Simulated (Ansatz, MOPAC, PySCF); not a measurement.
System: ethanol, C2H6O, net charge 0, singlet state. SMILES: CCO
Geometry from a B3LYP-D3(BJ)/def2-TZVP (Ansatz, a first-principles code) optimisation:
```xyz
9

C      1.1718    -0.4079     0.0081
C      0.0038     0.5538    -0.0092
O     -1.1993    -0.2136     0.0022
H     -1.9515     0.3866    -0.0087
H      0.0464     1.2144     0.8659
H      0.0484     1.1848    -0.9058
H      2.1164     0.1393     0.0001
H      1.1395    -1.0312     0.9029
H      1.1415    -1.0607    -0.8654
```

Wanted: size of the dipole moment, in D. Set-up: LANL2DZ all-electron up to Ne; non-relativistic; no spin-orbit coupling; 6-31G* and kin with 6d, 5d where marked; dispersion terms only where a functional's name holds one; 6-311+G** with 5d. First-principles rows: single points at B3LYP-D3(BJ) geometries (Ansatz). Semi-empirical rows: dipoles at the shared geometry.

Measured values: NIST CCCBDB, as tabulated in the package chemicals; dipoles are vibrational averages and may belong to another conformer or a mix. 

Value to compare with, the measured value: 1.44 D.

| level | program | size of the dipole moment (D) | error |
|---|---|---|---|
| PM6 | MOPAC | 1.97 | 0.53 |
| PBE/3-21G | Ansatz | 1.58 | 0.14 |
| BLYP/6-31G* | Ansatz | 1.47 | 0.03 |
| B3LYP/LANL2DZ | Ansatz | 2.03 | 0.59 |
| B3LYP/6-31G* | Ansatz | 1.56 | 0.12 |
| PBE0/6-311+G** | Ansatz | 1.75 | 0.31 |
| M06-2X/6-31G* (5d) | PySCF | 1.62 | 0.18 |

Among the 7 habitual levels, B3LYP/LANL2DZ lies farthest from the measured value (0.59 D) and BLYP/6-31G* nearest (0.03); 7 of 7 lie above it, and their mean absolute error is 0.27 D, the median 0.18. One case shows no general order.

The levels are drawn from those run, B3LYP/6-31G* more often than the rest, none by its result; runs whose electronic state is in doubt are left out.
